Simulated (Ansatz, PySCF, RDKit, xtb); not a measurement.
# Which structure has the formula CHSSi+?, part 2 of 2

Only the formula CHSSi+ is given (charge +1). Aim: find the structure of lowest free energy at 298.15 K, then its properties.

xtb, Ansatz and PySCF; isolated molecules. Earlier steps stand in the parts before.

### 13 Frequencies after a tight-binding relaxation (GFN2-xTB)

start.xyz

```xyz
4
c427
C      0.788186     0.215759     0.839824
S     -0.655997    -0.549835     0.856207
Si    -0.311707     1.537406     0.072161
H      1.757459    -0.163219     1.194509
```

On the command line:

```console
xtb start.xyz --gfn 2 --ohess tight --chrg 1
```

Log (excerpt; [...] marks lines left out):

```text
* xtb version 6.7.1
[...]
          :  # basis functions                  25          :
[...]
          :  # electrons                        14          :
[...]
          :  Hamiltonian                  GFN2-xTB          :
[...]
          :  net charge                          1          :
          :  unpaired electrons                  0          :
[...]
   *** convergence criteria satisfied after 14 iterations ***
[...]
   *** GEOMETRY OPTIMIZATION CONVERGED AFTER 8 ITERATIONS ***
[...]
   *** convergence criteria satisfied after 3 iterations ***
[...]
         ::                     SUMMARY                     ::
         :::::::::::::::::::::::::::::::::::::::::::::::::::::
         :: total energy              -7.081887416530 Eh    ::
         :: gradient norm              0.000035109702 Eh/a0 ::
         :: HOMO-LUMO gap              1.307424290545 eV    ::
         ::.................................................::
         :: SCC energy                -7.138750018775 Eh    ::
         :: -> isotropic ES            0.103519879600 Eh    ::
         :: -> anisotropic ES         -0.006195996878 Eh    ::
         :: -> anisotropic XC          0.002183961395 Eh    ::
         :: -> dispersion             -0.002187976759 Eh    ::
         :: repulsion energy           0.056862602246 Eh    ::
         :: add. restraining           0.000000000000 Eh    ::
         :: total charge               1.000000000000 e     ::
         :::::::::::::::::::::::::::::::::::::::::::::::::::::
[...]
         7        2.0000           -0.5983780             -16.2827 (HOMO)
         8                         -0.5503311             -14.9753 (LUMO)
[...]
     #   Z          covCN         q      C6AA      α(0)
Molecule has the following symmetry elements: (sigma)
It seems to be the Cs point group
     1   6          2.776    -0.083    30.069     8.981
     2  16          1.792     0.300   129.408    19.147
     3  14          1.690     0.620   174.952    28.119
     4   1          0.925     0.164     1.300     1.783
[...]
          | TOTAL ENERGY               -7.081887416530 Eh   |
          | TOTAL ENTHALPY             -7.062152383601 Eh   |
          | TOTAL FREE ENERGY          -7.092998340328 Eh   |
          | GRADIENT NORM               0.000035107413 Eh/α |
[...]
```

It took 0.071 s on 1 thread of Arm Neoverse V2, shared host.

### 14 Electronic excitations (TD-B3LYP/def2-SVPD)

An in-house driver calls PySCF's response routines at TD-B3LYP/def2-SVPD; it has no typed input.

Log:

```text
coarse grid: 4960 points
cycle   1  E = -725.7420798811  dE =  5.725e-01  |g| = 1.834e-01  |ddm| = 2.477e+00
cycle   2  E = -725.7495441477  dE = -7.464e-03  |g| = 1.425e-01  |ddm| = 8.511e-01
cycle   3  E = -725.7563321413  dE = -6.788e-03  |g| = 5.768e-02  |ddm| = 3.656e-01
cycle   4  E = -725.7572908279  dE = -9.587e-04  |g| = 2.623e-02  |ddm| = 1.093e-01
cycle   5  E = -725.7574702295  dE = -1.794e-04  |g| = 1.135e-02  |ddm| = 4.137e-02
cycle   6  E = -725.7575080523  dE = -3.782e-05  |g| = 1.799e-03  |ddm| = 1.254e-02
cycle   7  E = -725.7575090878  dE = -1.036e-06  |g| = 2.296e-04  |ddm| = 3.581e-03
final grid: 40256 points
cycle   8  E = -725.8369944004  dE = -4.016e-06  |g| = 1.948e-03  |ddm| = 1.774e-02
cycle   9  E = -725.8369900993  dE =  4.301e-06  |g| = 4.271e-03  |ddm| = 6.049e-03
cycle  10  E = -725.8369954072  dE = -5.308e-06  |g| = 2.968e-04  |ddm| = 4.593e-03
cycle  11  E = -725.8369954381  dE = -3.096e-08  |g| = 9.149e-05  |ddm| = 6.154e-04
cycle  12  E = -725.8369954412  dE = -3.085e-09  |g| = 2.005e-05  |ddm| = 1.682e-04
cycle  13  E = -725.8369954413  dE = -1.401e-10  |g| = 5.124e-06  |ddm| = 3.723e-05
converged SCF energy = -725.8369954413

Static polarisability (au): isotropic 46.598, principal 34.678 45.404 59.714

Singlet excitations
state   eV       nm        f      main configurations
  1   2.8993    427.6   0.00064   H->L 0.89, H-1->L 0.10
  2   3.2073    386.6   0.00186   H-1->L 0.88, H->L 0.10
  3   4.5299    273.7   0.00381   H->L+1 0.77, H-1->L+1 0.22
  4   5.2083    238.1   0.04281   H-1->L+1 0.75, H->L+1 0.21
  5   5.8619    211.5   0.00643   H-2->L 0.65, H-1->L+2 0.29
  6   6.1937    200.2   0.00475   H->L+2 0.88
  7   6.4770    191.4   0.00109   H-3->L 0.97
  8   7.3696    168.2   0.02572   H-2->L+1 0.75, H->L+3 0.12

Triplet excitations (Tamm-Dancoff, eV): 2.2664 2.6101 3.6511
```

It took 2.7 s on 1 thread of Arm Neoverse V2, shared host.

The roots found:

```csv
excited state,energy (eV),strength
1,2.899,0.0006
2,3.207,0.0019
3,4.530,0.0038
4,5.208,0.0428
5,5.862,0.0064
6,6.194,0.0047
7,6.477,0.0011
8,7.370,0.0257
```

### 15 NMR shieldings (GIAO PBE0/pcSseg-1)

An in-house driver calls PySCF's response routines at GIAO PBE0/pcSseg-1; it has no typed input.

Log:

```text
coarse grid: 4960 points
cycle   1  E = -725.6578530882  dE =  6.009e-01  |g| = 2.080e-01  |ddm| = 2.120e+00
cycle   2  E = -725.6648585624  dE = -7.005e-03  |g| = 1.783e-01  |ddm| = 7.186e-01
cycle   3  E = -725.6717462429  dE = -6.888e-03  |g| = 9.618e-02  |ddm| = 2.756e-01
cycle   4  E = -725.6742086753  dE = -2.462e-03  |g| = 2.480e-02  |ddm| = 1.103e-01
cycle   5  E = -725.6743692884  dE = -1.606e-04  |g| = 6.968e-03  |ddm| = 2.704e-02
cycle   6  E = -725.6743833748  dE = -1.409e-05  |g| = 1.929e-03  |ddm| = 9.346e-03
cycle   7  E = -725.6743845745  dE = -1.200e-06  |g| = 3.429e-04  |ddm| = 2.875e-03
final grid: 40256 points
cycle   8  E = -725.6938454512  dE =  2.810e-06  |g| = 7.489e-03  |ddm| = 1.503e-02
cycle   9  E = -725.6937881002  dE =  5.735e-05  |g| = 1.584e-02  |ddm| = 1.992e-02
cycle  10  E = -725.6938602539  dE = -7.215e-05  |g| = 6.143e-04  |ddm| = 1.449e-02
cycle  11  E = -725.6938603598  dE = -1.059e-07  |g| = 1.176e-04  |ddm| = 6.792e-04
cycle  12  E = -725.6938603638  dE = -4.058e-09  |g| = 3.525e-05  |ddm| = 1.767e-04
cycle  13  E = -725.6938603643  dE = -4.582e-10  |g| = 5.595e-06  |ddm| = 5.095e-05
converged SCF energy = -725.6938603643

GIAO shielding tensors (ppm)
atom      isotropic    diamagn.    paramagn.     s11        s22        s33       span
  0 C     -181.427     264.179    -445.606   -498.456   -229.451    183.626    682.083
  1 S     -638.561    1054.970   -1693.531  -2201.439   -855.091   1140.847   3342.286
  2 Si     250.289     872.078    -621.789   -186.032     99.153    837.745   1023.778
  3 H       12.319      27.881     -15.562     -6.416     19.895     23.479     29.895
```

It took 2.3 s on 1 thread of Arm Neoverse V2, shared host.

Isotropic shieldings (absolute, not shifts):

```csv
atoms,shielding (ppm)
C1,-181.4
S2,-638.6
Si3,250.3
H4,12.32
```

### 16 One electron fewer at the same geometry (PBE0/def2-TZVPD)

input.yaml

```yaml
crystal:
  periodic: [false, false, false]
  atoms:
    - {symbol: C, position_ang: [0.788186, 0.215759, 0.839824]}
    - {symbol: S, position_ang: [-0.655997, -0.549835, 0.856207]}
    - {symbol: Si, position_ang: [-0.311707, 1.537406, 0.072161]}
    - {symbol: H, position_ang: [1.757459, -0.163219, 1.194509]}
basis:
  gaussian: {orbitals: def2-TZVPD}
hamiltonian: {xc: pbe0}
total_charge: 2
magnetization: {spin_polarized: true, initial_magnetization: 1}
```

On the command line:

```console
ansatz run input.yaml --threads 1 --pin off --max-ram 2610MiB --events-out events.jsonl --progress --plain --runs-dir runs
```

Log:

```text
Warning: RAYON_NUM_THREADS=1 ignored (pool sized by the plan → 1); use --threads N
[... 2 set-up lines as earlier in the session ...]
  parameter a = 0.25
  parameter kappa = 0.804
  parameter beta = 0.06672455060314922
  exchange = (1 - a)*pbe_x(kappa = kappa, mu = beta*pi^2/3) + a*exact_x
  correlation = pbe_c(beta = beta)
836 factors; their error is unknown
mean field evaluation 1: about -19697.3338 eV, gradient 7.3e1 eV
mean field evaluation 2: about -19541.7626 eV, gradient 1.4e2 eV
mean field evaluation 4: about -19721.8692 eV, gradient 4.0e1 eV
mean field evaluation 8: about -19732.6272 eV, gradient 4.7e-1 eV
mean field evaluation 16: about -19732.6853 eV, gradient 3.7e-2 eV
mean field evaluation 32: about -19732.6855 eV, gradient 2.3e-5 eV
mean field evaluation 64: about -19732.5656 eV, gradient 3.7e-1 eV
mean field -19732.68552303 eV, -725.1628176766 hartree, gradient 1.1e-5 eV, S^2 0.768236; 4 other end points of the search recorded, 0 dependent functions left out
reference -19732.68554836 eV, -725.1628186077 hartree; 18, 17 occupied and 117, 118 virtual orbitals, 836 factors
Total energy: -19732.68554836 eV, -725.1628186077 hartree
```

It took 27 s on 1 thread of Arm Neoverse V2, shared host.

Difference from the parent: 16.57 eV.

### 17 One electron more at the same geometry (PBE0/def2-TZVPD)

input.yaml

```yaml
crystal:
  periodic: [false, false, false]
  atoms:
    - symbol: C
      position_ang: [0.788186, 0.215759, 0.839824]
    - symbol: S
      position_ang: [-0.655997, -0.549835, 0.856207]
    - symbol: Si
      position_ang: [-0.311707, 1.537406, 0.072161]
    - symbol: H
      position_ang: [1.757459, -0.163219, 1.194509]
basis:
  gaussian: {orbitals: def2-TZVPD}
hamiltonian: {xc: pbe0}
magnetization: {spin_polarized: true, initial_magnetization: 1}
scf: {lower_state_search: "off"}
```

On the command line:

```console
ansatz run input.yaml --threads 1 --pin off --max-ram 2610MiB --events-out events.jsonl --progress --plain --runs-dir runs
```

Log (excerpt; [...] marks lines left out):

```text
Warning: RAYON_NUM_THREADS=1 ignored (pool sized by the plan → 1); use --threads N
[... 2 set-up lines as earlier in the session ...]
[...]
836 factors; their error is unknown
[...]
mean field -19756.69247740 eV, -726.0450569774 hartree, gradient 8.4e-6 eV, S^2 0.755482; 0 other end points of the search recorded, 0 dependent functions left out
reference -19756.69251022 eV, -726.0450581834 hartree; 19, 18 occupied and 116, 117 virtual orbitals, 836 factors
Total energy: -19756.69251022 eV, -726.0450581834 hartree
Checks for a lower state left out: stability, starts, cluster_reference, orbital_swaps, neighbouring_geometries, increment
```

Wall time 3.6 s (1 thread of Arm Neoverse V2, shared host).

Parent less the species with the added electron: 7.44 eV.

### 18 The triplet at the same geometry (PBE0/def2-TZVPD)

input.yaml

```yaml
crystal:
  periodic: [false, false, false]
  atoms:
    - {symbol: C, position_ang: [0.788186, 0.215759, 0.839824]}
    - {symbol: S, position_ang: [-0.655997, -0.549835, 0.856207]}
    - {symbol: Si, position_ang: [-0.311707, 1.537406, 0.072161]}
    - {symbol: H, position_ang: [1.757459, -0.163219, 1.194509]}
basis:
  gaussian: {orbitals: def2-TZVPD}
total_charge: 1
magnetization: {spin_polarized: true, initial_magnetization: 2}
hamiltonian: {xc: pbe0}
```

On the command line:

```console
ansatz run input.yaml --threads 1 --pin off --max-ram 2610MiB --events-out events.jsonl --progress --plain --runs-dir runs
```

Log (excerpt; [...] marks lines left out):

```text
Warning: RAYON_NUM_THREADS=1 ignored (pool sized by the plan → 1); use --threads N
[... 7 set-up lines as earlier in the session ...]
836 factors; their error is unknown
mean field evaluation 1: about -19728.7478 eV, gradient 5.7e1 eV
mean field evaluation 2: about -19645.5594 eV, gradient 1.1e2 eV
mean field evaluation 4: about -19742.4793 eV, gradient 2.5e1 eV
mean field evaluation 8: about -19746.6186 eV, gradient 6.4e-1 eV
mean field evaluation 16: about -19746.9649 eV, gradient 1.7e0 eV
mean field evaluation 32: about -19747.0040 eV, gradient 1.9e0 eV
mean field -19747.04424073 eV, -725.6904908197 hartree, gradient 9.2e-6 eV, S^2 2.016013; 3 other end points of the search recorded, 0 dependent functions left out
reference -19747.04426809 eV, -725.6904918249 hartree; 19, 17 occupied and 116, 118 virtual orbitals, 836 factors
Total energy: -19747.04426809 eV, -725.6904918249 hartree
```

Run time: 10 s. Hardware: 1 thread of Arm Neoverse V2, shared host.

It lies 2.21 eV above the singlet.

### 19 Stability of the closed-shell solution (PBE0/def2-SVP)

calc.py

```python
from pyscf import gto, dft

system = gto.M(
    atom=[
    ('C', (0.788186, 0.215759, 0.839824)),
    ('S', (-0.655997, -0.549835, 0.856207)),
    ('Si', (-0.311707, 1.537406, 0.072161)),
    ('H', (1.757459, -0.163219, 1.194509)),
],
    basis='def2-svp',
    charge=1,
    verbose=3,
    max_memory=1860,
)

mf = dft.RKS(system)
mf.xc = 'pbe0'
mf = mf.density_fit(auxbasis='def2-universal-jkfit')
mf.grids.level = 3
mf.max_cycle = 100
mf.kernel()
if not mf.converged:
    mf = mf.newton().run(mf.mo_coeff, mf.mo_occ)

e_tot = mf.e_tot
print('E = %.10f Eh' % e_tot)
mo_i, mo_e, stable_i, stable_e = mf.stability(internal=True, external=True, return_status=True)
print('stable: internal', stable_i, 'external', stable_e)
```

On the command line:

```console
OMP_NUM_THREADS=1 python calc.py
```

Log:

```text
converged SCF energy = -725.485043143796
E = -725.4850431438 Eh
<class 'pyscf.df.df_jk.DFRKS'> wavefunction is stable in the internal stability analysis
<class 'pyscf.df.df_jk.DFRKS'> wavefunction is stable in the real -> complex stability analysis
<class 'pyscf.df.df_jk.DFRKS'> wavefunction is stable in the RHF/RKS -> UHF/UKS stability analysis
stable: internal True external True
```

It took 17 s on 1 thread of Arm Neoverse V2, shared host.

### 20 Outcome

The summary covers parts 1 to 2.

```
                                                       quantity                                                                   value
                                         lowest structure found                                            [CH]1[Si][S]1 ‡, singlet, Cs
                                                  next finalist                       [SiH][C][S] ‡, singlet, 23.4 kcal/mol higher in G
                      share at equilibrium, among the finalists                                                                 100.0 %
                                                         funnel  13 starts, 6 minima at GFN2-xTB, 7 screening runs, 3 relaxed, 3 ranked
                                           CPU time of all runs                                                                 4.4 min
harmonic wavenumbers, lowest and highest (PBE0-D3(BJ)/def2-SVP)                                                       415 and 3206 cm⁻¹
                            rotational constants, same geometry                                                0.747, 0.22, 0.1699 cm⁻¹
                                  HOMO energy (PBE0/def2-TZVPD)                                                               -14.24 eV
                                  LUMO energy (PBE0/def2-TZVPD)                                                                -9.60 eV
                                HOMO–LUMO gap (PBE0/def2-TZVPD)                                                                 4.64 eV
                         lowest excitation (TD-B3LYP/def2-SVPD)                                                     2.90 eV (f = 0.001)
                   strongest of the states computed, same level                                                     5.21 eV (f = 0.043)
            lowest triplet excitation, same level, Tamm-Dancoff                                                                 2.27 eV
                                     vertical ionisation energy                                                                16.57 eV
                 vertical recombination energy (electron added)                                                                 7.44 eV
                                  vertical triplet less singlet                                                                +2.21 eV
```

In words: The lowest structure found is `[CH]1[Si][S]1` ‡. The margin of 23.4 kcal/mol over the next finalist is beyond the usual error of the last level; it says nothing of structures that weren't ranked. r2SCAN-D4/def2-SVP, PBE0-D3(BJ)/def2-SVP, HF/def2-TZVPP and MP2/def2-TZVPP already put its bonding pattern lowest among the structures in one piece. The largest share of the time went into recheck (21 %). A large T1 diagnostic among the finalists warns that one reference determinant may not suffice. It concerns: the finalist [SiH+]=C=S (triplet). Lowest found is not proven lowest: the search is finite, and each finalist counts with one conformer.

‡ marks the bonded skeleton alone, with all bonds drawn single: no Lewis structure was assigned that passes a check against the bond lengths.
